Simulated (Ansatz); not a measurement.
**Worked example: correlation energy of C$_{2}$H$_{3}$N, singlet**

Geometry: MP2(full)/6-31G*, from the G2/97 set.

```xyz
6

C     0.0000    0.0000   -1.3002
C     0.0000    0.0000    0.1606
N     0.0000    0.0000    1.3389
H     0.0000    1.0250   -1.6756
H     0.8877   -0.5125   -1.6756
H    -0.8877   -0.5125   -1.6756
```

Basis cc-pVDZ; Ansatz 0.2.0. Only valence electrons are correlated (noble-gas cores frozen), which leaves 16 electrons in 54 orbitals. Prefix R: restricted or restricted open-shell reference.

Full CI isn't at hand for all of this; RCCSDT(Q) serves as the reference, and is uncertain by about the last step of the cluster series.

Runs differ by some tens of microhartree through their thresholds, so steps under 0.03 kcal/mol mean nothing.

```tsv
level	total energy (hartree)
RHF	-131.934251
RMP2	-132.362250
RCCSD	-132.382738
RCCSD(T)	-132.399864
RCCSDT	-132.400212
RCCSDT(Q)	-132.402045
```

**Question.** What is the correlation energy at RCCSDT(Q), and what share of it do RMP2 and RCCSDT recover?

**Answer.** E(corr) = -132.402045 − (-131.934251) = -0.467794 hartree = -12.729 eV. RMP2: -0.427999 / -0.467794 = 91.49 %. RCCSDT: -0.465961 / -0.467794 = 99.61 %.

**Question.** By how many kcal/mol does RCCSD(T) miss RCCSDT(Q) (1 hartree = 627.509 kcal/mol), and which steps make up the rest?

**Answer.** -132.399864 − (-132.402045) = 0.002181 hartree = 1.37 kcal/mol. Steps: RCCSDT − RCCSD(T) = -0.22, RCCSDT(Q) − RCCSDT = -1.15 kcal/mol. Differences between like states or geometries often cancel part of this.
